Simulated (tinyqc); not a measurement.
Ways to converge the cycle: SCF convergence aids in the sto-3g basis, for CH2, spin multiplicity 3. Computed by the program tinyqc with PySCF. 

Geometry (angstrom):
```
atom       x        y       z
C     0.0000   0.0000  0.0000
H     0.0000   1.1510  0.7190
H     0.0000  -1.1510  0.7190
```

lowest solution found by these runs and by PySCF with stability checks = -38.350551 hartree

UHF with one setting changed at a time; a run stops when the energy changes by less than 1e-09 hartree and the error matrix is below 1e-5. The start is random orbitals. Damping d keeps d of the old density; a shift (hartree) raises the virtual levels; DIIS n extrapolates F over n matrices.

Largest element of the error matrix X^T (FDS - SDF) X:
```
iteration    plain  damping 0.3  damping 0.6  shift 0.4   DIIS 3   DIIS 8
1          4.8e+00      4.8e+00      4.8e+00    4.8e+00  4.8e+00  4.8e+00
2          2.5e-01      1.3e+00      2.7e+00    2.6e-01  2.5e-01  2.5e-01
3          6.9e-02      4.2e-01      1.6e+00    1.2e-01  6.8e-02  6.8e-02
4          3.3e-02      1.3e-01      9.5e-01    7.9e-02  3.7e-02  3.7e-02
5          1.7e-02      4.2e-02      5.8e-01    5.4e-02  5.9e-03  6.0e-03
6          8.4e-03      2.8e-02      3.5e-01    3.6e-02  2.8e-03  2.2e-03
8          2.2e-03      1.3e-02      1.3e-01    1.7e-02  9.3e-04  8.4e-04
10         1.2e-03      5.3e-03      4.7e-02    7.8e-03  1.8e-04  3.9e-05
14         4.9e-04      2.6e-03      1.3e-02    1.8e-03  1.1e-05  2.7e-06
20         1.4e-04      1.1e-03      4.9e-03    6.5e-04        -        -
30         1.9e-05      2.7e-04      2.1e-03    1.6e-04        -        -
45               -      3.4e-05      6.4e-04    2.2e-05        -        -
60               -            -      2.0e-04          -        -        -
```

How each run ends:
```
run          iterations  E (hartree)                                                        state
plain                34   -38.350551                                                 lowest found
damping 0.3          55   -38.350551                                                 lowest found
damping 0.6         >60   -38.350550  falls steadily but slowly, by a factor of about 0.93 a step
shift 0.4            52   -38.350551                                                 lowest found
DIIS 3               17   -38.350551                                                 lowest found
DIIS 8               14   -38.350551                                                 lowest found
```

5 of 6 runs reach the lowest solution found, in 14 to 55 iterations (fastest: DIIS 8). Not converged: damping 0.6. Plain steps already contract here, so damping only slows them. DIIS 3 and DIIS 8 gain by cancelling the error over several earlier matrices, much as a quasi-Newton step does.
